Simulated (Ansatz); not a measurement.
Consider the substitution at a C–Cl bond: `CO/C=C/Cl` + H–F → `CO/C=C/F` + HCl.

Isolated molecules relaxed with PBE0-D4/def2-TZVP in Ansatz; ΔE leaves out vibrations. CCSD(T)/CBS is the MP2 limit (def2-TZVPP, def2-QZVPP) plus CCSD(T) − MP2 in def2-TZVPP, frozen cores. This one scheme is used for every species. Double bonds are as drawn, so ΔE can hold a change between cis and trans. DFT in def2-TZVPP. B3LYP here is the variant with VWN-RPA as its local correlation; programs differ in this. One conformer a species, not always the lowest.

CCSD(T)/CBS gives +0.28 eV.

**Question.** Another level gave +0.18 eV. Which?
A. SCS-MP2/def2-TZVPP
B. B3LYP/def2-TZVPP
C. PBE/def2-TZVPP
D. MP2/def2-TZVPP

**Answer.** C. PBE 0.18, B3LYP 0.14, MP2/def2-TZVPP 0.34, SCS-MP2/def2-TZVPP 0.28 eV.

Largest T1 diagnostic among the species: 0.012.

The D4 term adds +0.03 eV with B3LYP and +0.02 eV with PBE0; it sums over pairs of atoms, weighted by their polarisabilities, and B3LYP, whose exchange is more repulsive, gets the larger term. In def2-TZVPP, CCSD(T) changes the Hartree–Fock value by +0.12 eV (the triples alone add +0.02 eV) and MP2 by +0.23 eV.
